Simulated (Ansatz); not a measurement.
Results of PBE (Ansatz, a quantum-chemistry and plane-wave program, PAW) for CsCl-type TlCl.

Run with plane-wave cutoff 520 eV, 10×10×10 k mesh, Fermi–Dirac smearing 0.01 eV, scalar-relativistic PAW data made under PBE.

Response to compression and expansion:

```
V (Å³/atom)  P (GPa)  direct gap at Γ (eV)  smallest gap on the k mesh (eV)
-----------  -------  --------------------  -------------------------------
27.872          1.61                 9.346                            2.047
28.465          1.00                 9.267                            2.100
29.059          0.47                 9.095                            2.150
29.652          0.00                 8.929                            2.197
30.245         -0.41                 8.770                            2.241
30.838         -0.78                 8.615                            2.282
31.431         -1.11                 8.466                            2.320
```

The fundamental gap (2.20 eV at the equilibrium volume, with added k points) lies elsewhere than Γ–Γ.

Spin–orbit coupling is not included; with these elements it can move the gap by several tenths of an eV or more.
